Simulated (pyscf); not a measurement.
O=SiH–OH (SMILES O=[SiH]O) + H₂O (SMILES O) → O=SiH–OH (SMILES O=[SiH]O) + H₂O (SMILES O) (four-centre exchange; singlet surface; O–Si, H–O broken, O–Si, H–O formed). Structures and frequencies: ωB97X-D3(BJ)/def2-SVP in PySCF. MP2 and CC: frozen core, UHF for open shells. ΔMP2 is the change of the MP2 total energy from the triple- to the quadruple-zeta basis. Energies in eV from the separated reactants.

```csv
level,barrier,reaction energy
B3LYP-D3(BJ)/def2-TZVP,-0.14,0.00
PBE0-D3(BJ)/def2-TZVP,-0.29,0.00
M06-2X/def2-TZVP,-0.29,0.00
ωB97M-D3(BJ)/def2-TZVP,-0.19,0.00
MP2/def2-QZVPP,-0.13,0.00
CCSD/def2-TZVPP,-0.02,0.00
CCSD(T)/def2-TZVPP + ΔMP2(QZVPP),?,0.00
```

Q: What belongs in the gaps?

A: 
- CCSD(T)/def2-TZVPP + ΔMP2(QZVPP), barrier: -0.08

On the reactant side the descent ends in an adduct with a O–Si contact, 0.91 eV under the separated species and 0.70 eV under the saddle at ωB97X-D3(BJ)/def2-TZVP. On the product side the descent ends in an adduct with a O–Si contact, 0.91 eV under the separated species and 0.70 eV under the saddle at ωB97X-D3(BJ)/def2-TZVP. At B3LYP-D3(BJ), PBE0-D3(BJ), M06-2X, ωB97M-D3(BJ), MP2, CCSD, CCSD(T) the saddle lies under the separated reactants, which points to a path from their complex (located at ωB97X-D3(BJ) alone). At B3LYP-D3(BJ), PBE0-D3(BJ), M06-2X, ωB97M-D3(BJ), MP2, CCSD, CCSD(T) the saddle lies under the separated products, which points to a path from their complex (located at ωB97X-D3(BJ) alone). What is counted as formed (O–Si) is already present as a longer contact in the reactant adduct; forming that adduct is a step of its own. What is counted as broken (O–Si) persists as a longer contact in the product adduct; parting that adduct is a step of its own. At ωB97X-D3(BJ) the barrier from the zero used here is -0.21 eV. The same reactants have a lower exit, to HO–SiH(OH)–OH (barrier -0.75 eV at ωB97M-D3(BJ), against -0.19 eV here). O=SiH–OH lies 0.43 eV over its isomer HO–Si:–OH [singlet] (electronic energy, ωB97M-D3(BJ)). One saddle was located; it need not be the lowest between these sides. The CCSD(T) − MP2 part came from Ansatz, without density fitting, on the same reference.
